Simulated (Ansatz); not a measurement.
Born–Oppenheimer molecular dynamics of C₂H₇ (9 atoms, charge 0, multiplicity 2). It starts from a rough guess of a transition structure, not a stationary point.

Computed with Ansatz, UKS PBE-D4/def2-SVP.

```json
{
 "ensemble": "NVE (velocity Verlet)",
 "time step": "0.5 fs",
 "steps asked": "150",
 "starting velocities drawn for": "1000 K",
 "seed": "441164"
}
```

First frame:

```xyz
9
Properties=species:S:1:pos:R:3
H -0.006 0.007 0.004
C -0.061 -0.773 1.160
C 0.060 0.774 -1.158
H -0.180 -0.075 1.971
H -0.911 -1.419 1.022
H 0.876 -1.303 1.188
H -0.168 1.781 -0.852
H -0.679 0.351 -1.818
H 1.069 0.656 -1.517
```

Problem. How far do the bonds stretch over the last three quarters of this one trajectory? (Pairs bonded in most of those frames.)

Solution. 
| bond | mean (Å) | spread (Å) | shortest | longest |
| --- | --- | --- | --- | --- |
| H1–C2 | 1.116 | 0.053 | 1.02 | 1.21 |
| C2–H4 | 1.114 | 0.030 | 1.07 | 1.16 |
| C2–H5 | 1.116 | 0.038 | 1.06 | 1.17 |
| C2–H6 | 1.126 | 0.061 | 1.02 | 1.23 |
| C3–H7 | 1.105 | 0.031 | 1.05 | 1.15 |
| C3–H8 | 1.110 | 0.045 | 1.04 | 1.18 |
| C3–H9 | 1.104 | 0.016 | 1.07 | 1.14 |

Mean temperature of the second half: 1224 K. The conserved energy stayed within 0.34 meV per atom of its start (net change -0.14 meV per atom), so the integration is sound. A run of 0.075 ps of so small a system gives no equilibrium averages.

Run time: 4.5 min on 1 CPU thread of a shared host.
